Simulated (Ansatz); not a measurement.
# AlH5S: the cost of one run

Method: RKS PBE0-D4/cc-pVDZ, in Ansatz 0.2.0.

## Step 1: The structure to begin with

Bond lengths: Al1–H3 1.560 Å, Al1–H4 1.560 Å, Al1–S5 2.560 Å, S5–H6 1.400 Å. Angles: H3–Al1–H4 120.0°, H3–Al1–S5 97.0°, H4–Al1–S5 101.2°, Al1–S5–H6 109.5°.

Coordinates:

```xyz
7

Al    0.0000    0.0000    0.0000
H     0.0000    0.0000    1.9100
H     1.3510    0.0000   -0.7800
H    -1.3510    0.0000   -0.7800
S     0.1070   -2.4270    0.8072
H    -0.6505   -3.2374   -0.0469
H     0.0431   -0.9786    1.9592
```

## Step 2: Pulling towards end A

Springs on the bonds that form and break draw the guess towards this end; the thresholds are loose.

input.yaml reads:

```yaml
crystal:
  periodic: [false, false, false]
  atoms:
    - { symbol: Al, position_ang: [0.0, 0.0, 0.0] }
    - { symbol: H, position_ang: [0.0, 0.0, 1.91] }
    - { symbol: H, position_ang: [1.351, 0.0, -0.78] }
    - { symbol: H, position_ang: [-1.351, 0.0, -0.78] }
    - { symbol: S, position_ang: [0.107, -2.427, 0.8072] }
    - { symbol: H, position_ang: [-0.6505, -3.2374, -0.0469] }
    - { symbol: H, position_ang: [0.0431, -0.9786, 1.9592] }
basis:
  gaussian: { orbitals: cc-pVDZ }
hamiltonian:
  xc: pbe0
  dispersion: d4
relax:
  f_tol: 0.15
  max_steps: 25
  restrain:
    - { distance: [0, 4], at: 3.46, k: 30.0 }
    - { distance: [6, 1], at: 1.86, k: 30.0 }
    - { distance: [0, 1], at: 1.56, k: 30.0 }
    - { distance: [6, 4], at: 1.4, k: 30.0 }
```

Launch:

```console
$ ansatz run input.yaml --threads 1 --pin off --max-ram 2048MiB --backend cpu --events-out ev --progress --plain --runs-dir out
```

What time and memory should one allow on 1 thread of Arm Neoverse V1, shared host?

About 22 s, with a peak of 0.12 GiB.
